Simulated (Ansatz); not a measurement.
## How the band gap of Li2Si2O5 (Ccc2, No. 37) moves with the method

No measured value is used here.

```json
[
 {"level (code)": "LDA (Ansatz)", "value (eV)": "5.29", "cell (Å³/atom)": "10.92"},
 {"level (code)": "PBEsol (Ansatz)", "value (eV)": "5.21", "cell (Å³/atom)": "11.38"},
 {"level (code)": "HSE06 (Ansatz)", "value (eV)": "7.06", "cell (Å³/atom)": "11.37"}
]
```

Computed values are for a static lattice.  LDA, PBEsol, HSE06: the gap is read on the k mesh or supercell of the run alone and can be too large. LDA, PBEsol: the relaxation could not lower the start's symmetry, so the cell can be a saddle point above a distorted one. Values are at the level's own equilibrium cell; HSE06 at the PBEsol cell. K meshes differ between the levels. Ansatz's density-functional and Hartree–Fock values are scalar-relativistic unless marked +SOC, with PAW data made under PBE.

Ansatz is an electronic-structure program.
